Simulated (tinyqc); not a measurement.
Worked calculation (part 2 of 2): UHF in the sto-3g basis, for BH2, spin multiplicity 2. This run ends on a higher stationary point, not on the lowest solution. Computed by tinyqc, a small Python program that keeps every step (integrals from PySCF). Command: `OMP_NUM_THREADS=1 python tinyqc.py 20553 20554 out.jsonl` (the two numbers bound the seeds that draw the settings). One thread of a shared host (Intel(R) Xeon(R) Processor @ 2.60GHz), about 0.1 s of CPU time with the checks.

Geometry (angstrom):
```
atom,x,y,z
B,0.00000,0.00000,0.00000
H,0.00000,1.23200,0.64300
H,0.00000,-1.23200,0.64300
```

## Iteration 10 (converged): orbitals

converged F(alpha) (hartree), lower triangle:
```
,1B 1s,1B 2s,1B 2px,1B 2py,1B 2pz,2H 1s,3H 1s
1B 1s,-7.34831
1B 2s,-2.17127,-1.06874
1B 2px,0.00000,0.00000,-0.23407
1B 2py,0.00000,0.00000,0.00000,-0.12262
1B 2pz,0.00953,-0.05288,0.00000,0.00000,0.22854
2H 1s,-0.35019,-0.44971,0.00000,-0.30227,-0.09271,-0.20857
3H 1s,-0.35019,-0.44971,0.00000,0.30227,-0.09271,-0.05742,-0.20857
```

converged F(beta) (hartree), lower triangle:
```
,1B 1s,1B 2s,1B 2px,1B 2py,1B 2pz,2H 1s,3H 1s
1B 1s,-7.31027
1B 2s,-2.14043,-0.83464
1B 2px,0.00000,0.00000,0.38479
1B 2py,0.00000,0.00000,0.00000,-0.00623
1B 2pz,0.00950,-0.10090,0.00000,0.00000,0.26428
2H 1s,-0.34480,-0.42562,0.00000,-0.30241,-0.13277,-0.32516
3H 1s,-0.34480,-0.42562,0.00000,0.30241,-0.13277,-0.06758,-0.32516
```

X:
```
,1,2,3,4,5,6,7
1B 1s,-0.37385,0.00000,0.75391,0.00000,-0.57282,0.00000,0.23230
1B 2s,1.06876,0.00000,-0.30028,0.00000,-0.25995,0.00000,0.48455
1B 2px,0.00000,0.00000,0.00000,1.00000,0.00000,0.00000,0.00000
1B 2py,0.00000,1.02497,0.00000,0.00000,0.00000,0.59276,0.00000
1B 2pz,0.45892,0.00000,0.63203,0.00000,0.67651,0.00000,0.20050
2H 1s,-0.72323,-0.76253,-0.21620,0.00000,0.17061,0.39838,0.36160
3H 1s,-0.72323,0.76253,-0.21620,0.00000,0.17061,-0.39838,0.36160
```

Diagonalise F' = X^T F X, C = X C', fill 4 alpha and 3 beta electrons from the bottom; D(s) = C_occ C_occ^T. Each column has its largest component positive (the first on a tie).

F' = X^T F X (alpha) (hartree), lower triangle:
```
,1,2,3,4,5,6,7
1,0.33678
2,0.00000,0.64040
3,0.81749,0.00000,-3.03214
4,0.00000,0.00000,0.00000,-0.23407
5,-0.56106,0.00000,3.10606,0.00000,-2.85581
6,0.00000,0.04373,0.00000,0.00000,0.00000,-0.37658
7,0.25238,0.00000,-1.71099,0.00000,1.90599,0.00000,-1.66573
```

orbital energies (alpha) (hartree): MO1 -7.35445, MO2 -0.57182, MO3 -0.37846, MO4 -0.23407, MO5 0.15418, MO6 0.55519, MO7 0.64228

coefficients C (alpha):
```
,MO1,MO2,MO3,MO4,MO5,MO6,MO7
1B 1s,0.99081,-0.25014,0.00000,0.00000,0.13478,-0.16667,0.00000
1B 2s,0.03430,0.75100,0.00000,0.00000,-0.56684,0.80516,0.00000
1B 2px,0.00000,0.00000,0.00000,1.00000,0.00000,0.00000,0.00000
1B 2py,0.00000,0.00000,0.54826,0.00000,0.00000,0.00000,1.04945
1B 2pz,0.00099,0.04067,0.00000,0.00000,0.73333,0.75399,0.00000
2H 1s,-0.00574,0.27688,0.43072,0.00000,0.35055,-0.72806,-0.74475
3H 1s,-0.00574,0.27688,-0.43072,0.00000,0.35055,-0.72806,0.74475
```

F' = X^T F X (beta) (hartree), lower triangle:
```
,1,2,3,4,5,6,7
1,0.39725
2,0.00000,0.63934
3,0.74374,0.00000,-2.95813
4,0.00000,0.00000,0.00000,0.38479
5,-0.56589,0.00000,3.15548,0.00000,-2.81730
6,0.00000,0.17912,0.00000,0.00000,0.00000,-0.36960
7,0.41778,0.00000,-1.73947,0.00000,1.81230,0.00000,-1.63574
```

orbital energies (beta) (hartree): MO1 -7.31500, MO2 -0.50584, MO3 -0.40045, MO4 0.22929, MO5 0.38479, MO6 0.57763, MO7 0.67020

coefficients C (beta):
```
,MO1,MO2,MO3,MO4,MO5,MO6,MO7
1B 1s,0.99212,-0.18961,0.00000,-0.18425,0.00000,-0.18983,0.00000
1B 2s,0.02960,0.50428,0.00000,0.71778,0.00000,0.87428,0.00000
1B 2px,0.00000,0.00000,0.00000,0.00000,1.00000,0.00000,0.00000
1B 2py,0.00000,0.00000,0.41015,0.00000,0.00000,0.00000,1.11072
1B 2pz,0.00079,0.10840,0.00000,-0.70725,0.00000,0.77200,0.00000
2H 1s,-0.00487,0.43380,0.52205,-0.27966,0.00000,-0.68062,-0.68383
3H 1s,-0.00487,0.43380,-0.52205,-0.27966,0.00000,-0.68062,0.68383
```

D(alpha) after iteration 10, lower triangle:
```
,1B 1s,1B 2s,1B 2px,1B 2py,1B 2pz,2H 1s,3H 1s
1B 1s,1.04428
1B 2s,-0.15387,0.56517
1B 2px,0.00000,0.00000,1.00000
1B 2py,0.00000,0.00000,0.00000,0.30059
1B 2pz,-0.00919,0.03058,0.00000,0.00000,0.00165
2H 1s,-0.07495,0.20774,0.00000,0.23614,0.01125,0.26221
3H 1s,-0.07495,0.20774,0.00000,-0.23614,0.01125,-0.10882,0.26221
```

D(beta) after iteration 10, lower triangle:
```
,1B 1s,1B 2s,1B 2px,1B 2py,1B 2pz,2H 1s,3H 1s
1B 1s,1.02025
1B 2s,-0.06625,0.25518
1B 2px,0.00000,0.00000,0.00000
1B 2py,0.00000,0.00000,0.00000,0.16822
1B 2pz,-0.01977,0.05469,0.00000,0.00000,0.01175
2H 1s,-0.08708,0.21862,0.00000,0.21412,0.04702,0.46075
3H 1s,-0.08708,0.21862,0.00000,-0.21412,0.04702,-0.08433,0.46075
```

## Convergence

Stop when the energy changes by less than 1e-09 hartree and every element of the error matrix X^T (F D S - S D F) X (for each spin) is below 9e-06.

Course of the cycle:
```
iteration,E (hartree),change,largest element of the error matrix
1,-23.9087194,-,3.94e-01
2,-25.2700880,-1.36e+00,3.93e-02
3,-25.2851117,-1.50e-02,1.69e-02
4,-25.2882147,-3.10e-03,9.91e-03
5,-25.2889785,-7.64e-04,5.03e-03
6,-25.2894629,-4.84e-04,1.14e-03
7,-25.2894789,-1.60e-05,2.31e-04
8,-25.2894790,-1.28e-07,2.20e-05
9,-25.2894790,-5.36e-09,7.01e-06
10,-25.2894790,-3.57e-10,6.45e-07
```

PySCF UHF in the same basis, after a stability check = -25.3603079 hartree

Converged in 10 iterations. But the solution lies 0.07083 hartree above the reference: it is another stationary point, not the lowest one. Reruns (cap 100 unless said): damping 0.5: converged in 62 to a higher stationary point; level shift 0.5: converged in 49 to a higher stationary point; atomic densities as start, DIIS 8: converged in 11.

## Populations, bond orders and dipole

overlap S, lower triangle:
```
,1B 1s,1B 2s,1B 2px,1B 2py,1B 2pz,2H 1s,3H 1s
1B 1s,1.00000
1B 2s,0.26933,1.00000
1B 2px,0.00000,0.00000,1.00000
1B 2py,0.00000,0.00000,0.00000,1.00000
1B 2pz,0.00000,0.00000,0.00000,0.00000,1.00000
2H 1s,0.04235,0.37823,0.00000,0.36845,0.19230,1.00000
3H 1s,0.04235,0.37823,0.00000,-0.36845,0.19230,0.05296,1.00000
```

Mulliken: Z minus the diagonal of D S on the atom; Loewdin: the same with S^(1/2) D S^(1/2); Mayer order: 2 sum_s sum (D(s) S)_ij (D(s) S)_ji over the two atoms.

Charges (e):
```
atom,Mulliken,Loewdin,Mulliken spin
1B,0.08847,0.08186,1.40438
2H,-0.04423,-0.04093,-0.20219
3H,-0.04423,-0.04093,-0.20219
```

Mayer bond orders:
```
pair,order
2-1,0.93022
3-1,0.93022
3-2,0.02695
```

dipole moment about the origin, x y z (debye): 0.00000  0.00000  -1.11134

<S^2> of the determinant (pure state: 0.75) = 0.82933
